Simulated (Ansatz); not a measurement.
The inner images of a band of C₃H₆OS (11 atoms, charge 0, multiplicity 1) are given out of order.

All numbers below come from RKS PBE0-D4/6-31G* (Ansatz 0.2.0).

First end point:

```xyz
11
Properties=species:S:1:pos:R:3
C -0.993 0.075 -0.765
C 0.328 -0.546 -0.302
C 1.064 0.343 0.667
O 0.445 0.525 1.841
S 2.484 1.083 0.361
H -0.813 1.036 -1.258
H -1.689 0.251 0.064
H -1.494 -0.587 -1.477
H 0.976 -0.737 -1.158
H 0.136 -1.514 0.187
H -0.380 0.014 1.861
```

Last end point:

```xyz
11
Properties=species:S:1:pos:R:3
C -1.032 0.037 -0.895
C 0.265 -0.602 -0.390
C 0.884 0.214 0.704
O 0.136 0.183 1.807
S 2.272 1.080 0.595
H -0.839 1.034 -1.304
H -1.764 0.130 -0.088
H -1.468 -0.577 -1.688
H 0.988 -0.707 -1.200
H 0.049 -1.599 0.014
H 0.574 0.750 2.466
```

Question: Put them in order from the first end to the last, with their energies above the first end.
A.
```xyz
11
Properties=species:S:1:pos:R:3
C -1.020 0.084 -0.901
C 0.267 -0.545 -0.368
C 0.914 0.327 0.660
O 0.087 0.448 1.733
S 2.352 1.076 0.506
H -0.795 1.008 -1.442
H -1.704 0.319 -0.081
H -1.519 -0.607 -1.586
H 0.972 -0.761 -1.172
H 0.021 -1.487 0.144
H 0.491 0.082 2.528
```
B.
```xyz
11
Properties=species:S:1:pos:R:3
C -1.034 0.058 -0.919
C 0.262 -0.565 -0.396
C 0.883 0.244 0.701
O 0.121 0.169 1.794
S 2.285 1.086 0.618
H -0.831 0.992 -1.451
H -1.725 0.267 -0.098
H -1.524 -0.633 -1.612
H 0.987 -0.704 -1.198
H 0.040 -1.543 0.048
H 0.601 0.573 2.534
```
C.
```xyz
11
Properties=species:S:1:pos:R:3
C -0.978 0.096 -0.801
C 0.307 -0.556 -0.280
C 1.040 0.355 0.670
O 0.484 0.467 1.884
S 2.371 1.216 0.291
H -0.743 1.019 -1.338
H -1.672 0.346 0.010
H -1.496 -0.580 -1.488
H 0.969 -0.797 -1.113
H 0.069 -1.500 0.235
H -0.284 -0.123 1.950
```
D.
```xyz
11
Properties=species:S:1:pos:R:3
C -1.000 0.093 -0.868
C 0.274 -0.550 -0.305
C 0.969 0.369 0.668
O 0.319 0.606 1.834
S 2.352 1.164 0.353
H -0.762 1.013 -1.412
H -1.704 0.340 -0.069
H -1.494 -0.593 -1.565
H 0.967 -0.786 -1.117
H 0.011 -1.494 0.194
H 0.133 -0.217 2.308
```
E.
```xyz
11
Properties=species:S:1:pos:R:3
C -1.011 0.095 -0.886
C 0.269 -0.548 -0.341
C 0.939 0.347 0.660
O 0.175 0.566 1.773
S 2.361 1.100 0.437
H -0.777 1.017 -1.427
H -1.700 0.336 -0.073
H -1.511 -0.590 -1.578
H 0.966 -0.777 -1.150
H 0.008 -1.490 0.165
H 0.349 -0.114 2.440
```
F.
```xyz
11
Properties=species:S:1:pos:R:3
C -1.029 0.070 -0.915
C 0.264 -0.548 -0.388
C 0.893 0.296 0.674
O 0.073 0.300 1.739
S 2.328 1.069 0.572
H -0.816 0.997 -1.456
H -1.713 0.296 -0.092
H -1.524 -0.627 -1.597
H 0.981 -0.736 -1.188
H 0.035 -1.500 0.109
H 0.575 0.326 2.562
```
G.
```xyz
11
Properties=species:S:1:pos:R:3
C -0.986 0.099 -0.847
C 0.280 -0.551 -0.274
C 1.004 0.373 0.676
O 0.457 0.535 1.891
S 2.333 1.227 0.278
H -0.736 1.015 -1.391
H -1.701 0.356 -0.059
H -1.480 -0.586 -1.544
H 0.963 -0.805 -1.087
H 0.012 -1.489 0.235
H -0.080 -0.231 2.143
```

Answer: C (+0.2 kJ/mol), G (+6.6 kJ/mol), D (+26.1 kJ/mol), E (+38.4 kJ/mol), A (+25.4 kJ/mol), F (-3.7 kJ/mol), B (-25.7 kJ/mol).

Run time: 7 min on 1 thread of Arm Neoverse V2, with other jobs on the host, peak memory 0.2 GiB.
